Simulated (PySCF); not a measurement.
# Electron detachment from [AlH3]-•

Parent: `[AlH3-]` ([AlH3]-•, doublet). Non-hydrogen atoms are numbered in `[AlH3-:1]`.

These are calculated values, B3LYP-D3(BJ)/ma-def2-TZVP in PySCF (grid level 2) at geometries from PBE0-D3(BJ)/ma-def2-SVP. The prefix ma- adds one diffuse s and one diffuse p function on all atoms but H. Thermal corrections: PBE0-D3(BJ)/ma-def2-SVP frequencies, unscaled, ideal gas at 298.15 K and 1 bar, quasi-RRHO entropy.

Frontier levels of the parent: HOMO 1.03 eV, LUMO 2.82 eV.

Oxidation to the singlet neutral:
```
Vertical detachment energy (electronic)              : 0.89 eV
Adiabatic detachment energy (with zero-point energy) : 0.43 eV
Adiabatic, electronic part                           : 0.38 eV
Vertical gap at the product's structure              : 0.29 eV
Inner reorganisation energy (four-point)             : 604 meV
Relaxation of product / of parent                    : 515 / 89 meV
Largest changes of atomic charge                     : Al1 0.91
Distances that move most (Å)                         : Al1–H 1.637 → 1.590; Al1–H 1.637 → 1.590; Al1–H 1.636 → 1.590
```

Vertical detachment energy to the triplet neutral: 4.82 eV. This state was not relaxed.

Caveats: the split of the reorganisation energy is sensitive to the structures, which come from another level (PBE0-D3(BJ)/ma-def2-SVP).
